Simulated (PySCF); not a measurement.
Process, species as SMILES: P (PH3) + H+ → [PH4+]
B3LYP-D3(BJ)/def2-TZVP geometries, fixed; electronic energies without zero-point terms; positive where energy is released.

How fast the proton affinity converges with the basis for several methods (PySCF): deviation from each method's own reference, in kcal/mol. References: HF 201.16 kcal/mol, the value in def2-QZVPPD; PBE 190.53 kcal/mol, the value in def2-QZVPPD; PBE0 193.07 kcal/mol, the value in def2-QZVPPD. All functions are spherical. Density fitting with generated auxiliary sets. In sets without p functions on hydrogen, species with hydrogen take exact integrals. No added dispersion term, no relativity. 

| basis | functions | HF | PBE | PBE0 |
|---|---|---|---|---|
| pcseg-0 | 21 | -18.40 | [?] | -7.88 |
| def2-SV(P) | 26 | -6.35 | [?] | -3.38 |
| def2-TZVP | 61 | -0.49 | [?] | -0.21 |
| 6-311++G(2d,2p) | 75 | -0.74 | [?] | -0.38 |
| def2-TZVPPD | 116 | -0.21 | [?] | -0.20 |
| aug-pcseg-2 | 142 | -0.35 | [?] | -0.26 |
| aug-cc-pV(T+d)Z | 147 | -0.34 | [?] | -0.28 |
| def2-QZVPPD | 208 | 0.00 | [?] | 0.00 |

Task: What belongs in the gaps?

Result: 
- pcseg-0, PBE: -4.97
- def2-SV(P), PBE: -2.33
- def2-TZVP, PBE: -0.07
- 6-311++G(2d,2p), PBE: -0.38
- def2-TZVPPD, PBE: -0.18
- aug-pcseg-2, PBE: -0.24
- aug-cc-pV(T+d)Z, PBE: -0.27
- def2-QZVPPD, PBE: 0.00

Mean absolute deviation over def2-TZVP, 6-311++G(2d,2p), def2-TZVPPD, aug-pcseg-2, aug-cc-pV(T+d)Z: PBE 0.23, PBE0 0.26, HF 0.42 kcal/mol.
